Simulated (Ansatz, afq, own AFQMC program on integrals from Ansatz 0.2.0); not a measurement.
## Atomization energy of CH4Ge, singlet

```json
{"atom": "Ge", "x (Å)": "0.0000", "y (Å)": "-0.0285", "z (Å)": "0.3488"}
{"atom": "C", "x (Å)": "0.0000", "y (Å)": "0.0248", "z (Å)": "-1.6402"}
{"atom": "H", "x (Å)": "0.0000", "y (Å)": "1.5666", "z (Å)": "0.4808"}
{"atom": "H", "x (Å)": "0.0000", "y (Å)": "-0.9687", "z (Å)": "-2.0883"}
{"atom": "H", "x (Å)": "0.8762", "y (Å)": "0.5814", "z (Å)": "-1.9908"}
{"atom": "H", "x (Å)": "-0.8762", "y (Å)": "0.5814", "z (Å)": "-1.9908"}
```

Connectivity, by distances: GeH–CH3.

Atoms in their ground-state spins without spin–orbit coupling (mostly on UHF) minus the molecule (UHF), without zero-point energy. The geometry is a stationary point, not shown to be a minimum.

Basis cc-pVTZ. Noble-gas cores (and the filled d shells of Ga–Kr and In–Xe) are frozen. AFQMC by an in-house program on the Cholesky factors that Ansatz 0.2.0 writes for its CCSD(T) run. ph-AFQMC/CISD is guided by a CISD state made of CCSD amplitudes; releasing the constraint for a short imaginary time cuts its bias at the price of noise, slowly where states lie close. Error bars are statistical, one sigma. No spin–orbit coupling. The errors of all members are added in quadrature.

No full CI on the walks' own integrals is used here. The released AFQMC energy serves as the reference, which it does only where one determinant dominates, the energy is flat over the last release times and near the phaseless one (40 meV or 2 meV an electron, half that with transition metals). On small molecules, where full CI could be run and the noise was under 10 meV, such values lay within 10 meV of it in 19 cases of 20, a flattering rate, since the rule was set on those same cases; what remains of the bias isn't in the error bar. Each member takes its own surest rung, up to full CI.

The best estimate is CCSD(T) at the basis-set limit (CBS: def2-TZVPP and def2-QZVPP, with their diffuse functions for anions and beside diffuse sets, CCSD(T) itself extrapolated) plus the step from CCSD(T) to AFQMC with the constraint released in cc-pVTZ. Rows without CBS are in cc-pVTZ; B2PLYP and the wave-function rows carry a basis error of their own. Core correlation and relativity beyond core potentials are missing, and ± holds the sampling alone.

Cautions: inner d shell frozen; no relativity below Rb; no spin-orbit coupling; CH₄Ge (singlet): an unrestricted solution with more broken spin lies lower, while this determinant keeps restricted orbitals, the ph-AFQMC/HF walk drifts between its halves (2.2 errors), the released value is read at 2.40 1/Eh (meV from the phaseless value at times in 1/Eh: -5 ± 6 at 0.24, -10 ± 4 at 0.51, -21 ± 4 at 0.99, -10 ± 5 at 1.62, -9 ± 8 at 2.40).

```json
{"level": "r2SCAN", "atomization energy (kJ/mol)": "1854.3"}
{"level": "CCSD", "atomization energy (kJ/mol)": "1793.9"}
{"level": "PBE0", "atomization energy (kJ/mol)": "1843.3"}
```

Problem. From these cheaper values, estimate the atomization energy at the level of the best estimate.

Solution. 1855.6 ± 0.7 kJ/mol (best estimate, highest rung released AFQMC).

| level | atomization energy (kJ/mol) | error against the best estimate (kJ/mol) |
| --- | --- | --- |
| HF | 1369.2 | -486.4 ± 0.7 |
| MP2 | 1798.7 | -56.9 ± 0.7 |
| CCSD(T) | 1813.2 | -42.5 ± 0.7 |
| ph-AFQMC/CISD | 1814.2 ± 0.6 | -41.5 ± 1.0 |
| released AFQMC | 1814.1 ± 0.8 | -41.6 |
| CCSD(T)/CBS | 1854.8 | -0.9 ± 0.7 |
| PBE | 1863.1 | 7.4 ± 0.7 |
| B3LYP | 1851.4 | -4.3 ± 0.7 |
| wB97M-V | 1857.4 | 1.8 ± 0.7 |
| B2PLYP | 1835.9 | -19.8 ± 0.7 |

Correlation beyond CCSD(T) changes it by less than twice the noise. Going to the basis-set limit adds 41.6 kJ/mol at CCSD(T). The perturbative (T) step is worth +19.3 kJ/mol.

Best estimates are given only where the step beyond CCSD(T) is under 0.3 eV and no member's determinant is very poor (T1 over 0.05, or 0.07 for open shells, ⟨S²⟩ too high by 0.3, two states mixed), so the hardest cases are missing from such tables.

The functionals ran in a triple-zeta set and keep a basis error of their own, a few kJ/mol for each bond in atomization energies and more for double hybrids, so close places among them and the extrapolated levels can swap.

Each member of a difference takes its own highest rung, so a best estimate needn't equal the limit plus the step of one row. A walk keeps the symmetry of its determinant, which the program's search chose and which needn't be the lowest solution, so a lower state of the same spin and another symmetry isn't excluded. Released energies are given only where the last usable release times agree within the noise; a slower fall can still hide under it.
